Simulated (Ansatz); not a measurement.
Rock-salt HfC was calculated with RPBE in Ansatz (PAW).

The input as run:

Ansatz 0.2 input:
```yaml
crystal:
  lattice:
    - [0.0, 2.3391663172, 2.3391663172]
    - [2.3391663172, 0.0, 2.3391663172]
    - [2.3391663172, 2.3391663172, 0.0]
  atoms:
    - { symbol: Hf, position: [0.0, 0.0, 0.0] }
    - { symbol: C, position: [0.5, 0.5, 0.5] }
basis:
  ecutwfc: 520
  ecutrho_ratio: 4
  xc_grid: 2
kpoints:
  mp_grid: { grid: [20, 20, 20] }
hamiltonian:
  xc: rpbe
  dispersion: none
  pseudopotentials: { kind: paw }
scf:
  occupations: { method: fermi_dirac, width: 0.05 }
  convergence: { dr2_threshold: 0.0000000002 }
output:
  forces: true
  stress: true
  eigenvalues: true
```

Output (set-up and result lines):

```
Crystal: 2 atoms, lattice volume = 25.598 Å³
Basis set: ecut = 520 eV, 701 PW (Γ), exchange–correlation on 50×50×50 points (8 copies of the dense FFT grid, shifted against one another)
Bands: 19, of which v1, the nominal top of the filled ones, is band 15 counted from 1 (14 counted from 0)
Symmetry: 48 space group operations
Space group: Fm-3m (ITA 225), of the structure as read, at distance tolerance 2.9e-5 Å
k-points: 256 of 8000
Functional: x = rpbe, c = pbe(β = 0.06672455060314922)
SCF iter   1: F=—  HF=-15987.799785 eV  |F-HF|=—  |Δ(HF+E_count)|=         —  Δρ=2.94e-3  dr2=1.38e-3
SCF iter   2: F=—  HF=-15987.799718 eV  |F-HF|=—  |Δ(HF+E_count)|=   6.75e-5  Δρ=1.86e-3  dr2=4.35e-4
  ...
SCF iter   8: F=—  HF=-15987.799739 eV  |F-HF|=—  |Δ(HF+E_count)|=   2.04e-9  Δρ=1.78e-6  dr2=9.21e-10
SCF iter   9: F=-15987.799739 eV  HF=-15987.799739 eV  |F-HF|=6.55e-11  |Δ(HF+E_count)|=  2.51e-10  Δρ=3.98e-7  dr2=4.19e-11
SCF 1 converged in 9 iterations: F = -15987.799739 eV  dr2 = 4.19e-11
SCF converged after 9 iterations
Free energy (F): -15987.799739 eV
Internal energy: -15987.797862 eV  (E = F + TS)
E sigma→0 (E₀):  -15987.798801 eV
Fermi energy:    19.849088 eV
--- Forces (eV/Å), atoms counted from 1 ---
  atom   1  Hf    -0.00000000     0.00000000    -0.00000000
  atom   2  C      0.00000000    -0.00000000     0.00000000
--- Stress (GPa, compression-positive) ---
        0.000027       0.000000      -0.000000
        0.000000       0.000027       0.000000
        0.000000      -0.000000       0.000027
  P = ⅓ Tr σ = 0.0000 GPa (0.000 kbar)
```

The PAW data were made under PBE.

Ansatz is a program for electronic structure.
